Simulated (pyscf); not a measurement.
Elementary routes open to H₂N–SiH(OH)–F (SMILES N[SiH](O)F) + H₂ (SMILES [H][H]) in the gas phase (singlet surface):
A. HO–SiH₂–F (SMILES O[SiH2]F) + NH₃ (SMILES N) (N–Si, H–H broken; H–Si, H–N formed)
B. H₂N–SiH₂–F (SMILES N[SiH2]F) + H₂O (SMILES O) (O–Si, H–H broken; H–Si, H–O formed)

Optimised with ωB97X-D3(BJ)/def2-SVP in PySCF.

**Question.** Rank the routes by free-energy barrier at 298 K, lowest first, for ωB97M-D3(BJ)/def2-TZVP energies (ideal gas, 1 atm, RRHO with modes under 100 cm⁻¹ raised to 100, one conformer, R ln 2 for chiral ones without a mode under 150 cm⁻¹).

**Answer.** A (59.9 kcal/mol), B (66.5 kcal/mol)

Route A is the fastest of these, ahead of the next by 6.6 kcal/mol. The most stable products are those of A (ΔG = +14.9 kcal/mol), so kinetics and thermodynamics agree. At 1200 K A is still the fastest. A: On the product side the descent ends in a complex, 4.9 kcal/mol under the separated species and 40.5 kcal/mol under the saddle at ωB97X-D3(BJ)/def2-TZVP. B: On the product side the descent ends in a complex (not fully relaxed), 4.7 kcal/mol under the separated species and 37.5 kcal/mol under the saddle at ωB97X-D3(BJ)/def2-TZVP. Only these routes are compared; each barrier is that of the saddle found, and lower ones may exist.
